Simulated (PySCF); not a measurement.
**BH: basis, grid and Hamiltonian**

The method stays; parts of the set-up, such as the basis or the Hamiltonian, are changed.

Computed with PySCF 2.14.0. Level: each script names its method and basis.

## (1) The starting structure

BH: 2 atoms, charge 0, spin multiplicity 1.

Bond lengths: B1–H2 1.135 Å.

## (2) The base run

input.py

```python
from pyscf import gto, dft

mol = gto.M(
    atom='B 0 0 0; H 0 0 1.135',
    basis='sto-3g',
    charge=0,
    spin=0,
    symmetry=True,
    verbose=4,
)
mf = dft.UKS(mol, xc='pw91')
mf.kernel()
mf.dip_moment()
print('orbital energies (hartree):', [e[max(0, n-3):n+3].round(4) for e, n in zip(mf.mo_energy, mol.nelec)])
```

On the command line:

```sh
$ OMP_NUM_THREADS=1 python input.py
```

The log of this run is left out.

In short: E(SCF) = -24.882772 Eh, 5 cycles, μ = 1.06 D.

The bond length is a typed value, not an optimised one.

## (3) Ano-rcc-vdzp (X2C on)

Variant 1 changes basis set: sto-3g → ano-rcc-vdzp; spin-free X2C: off → on.

input.py

```python
from pyscf import gto, dft

mol = gto.M(
    atom='B 0 0 0; H 0 0 1.135',
    basis='ano-rcc-vdzp',
    charge=0,
    spin=0,
    symmetry=True,
    verbose=4,
)
mf = dft.UKS(mol, xc='pw91')
mf = mf.sfx2c1e()
mf.kernel()
mf.dip_moment()
print('orbital energies (hartree):', [e[max(0, n-3):n+3].round(4) for e, n in zip(mf.mo_energy, mol.nelec)])
```

On the command line:

```sh
$ OMP_NUM_THREADS=1 python input.py
```

## (4) Density fitting def2-universal-jkfit

Variant 2 changes density fitting: none → def2-universal-jkfit.

Changes to input.py since step 2:

```diff
@@ -11,2 +11,3 @@
 mf = dft.UKS(mol, xc='pw91')
+mf = mf.density_fit(auxbasis='def2-universal-jkfit')
 mf.kernel()
```

## (5) Cartesian functions on

Variant 3 changes Cartesian functions: off → on.

Changes to input.py since step 2:

```diff
@@ -8,2 +8,3 @@
     symmetry=True,
+    cart=True,
     verbose=4,
```

## (6) Density fitting weigend

Variant 4 changes density fitting: none → weigend.

Changes to input.py since step 2:

```diff
@@ -11,2 +11,3 @@
 mf = dft.UKS(mol, xc='pw91')
+mf = mf.density_fit(auxbasis='weigend')
 mf.kernel()
```

What does the calculation give? Wanted: for each run, E(SCF); from base; gap; dipole.

**Answer**, as computed:

```
                                 run  E(SCF) (hartree)  from base (eV)  cycles  gap (eV)  dipole (D)  functions
                                base        -24.882772               0       5      2.05        1.06          6
               ano-rcc-vdzp (X2C on)        -25.264061  not comparable       6      1.93        1.89         19
density fitting def2-universal-jkfit        -24.883052         -0.0076       5      2.05        1.06          6
              Cartesian functions on        -24.882772          0.0000       5      2.05        1.06          6
             density fitting weigend        -24.883171         -0.0109       5      2.05        1.06          6
```

With Cartesian functions on the SCF ends at the base energy. The largest comparable shift of the SCF energy, -0.011 eV, comes with the run “density fitting weigend”.
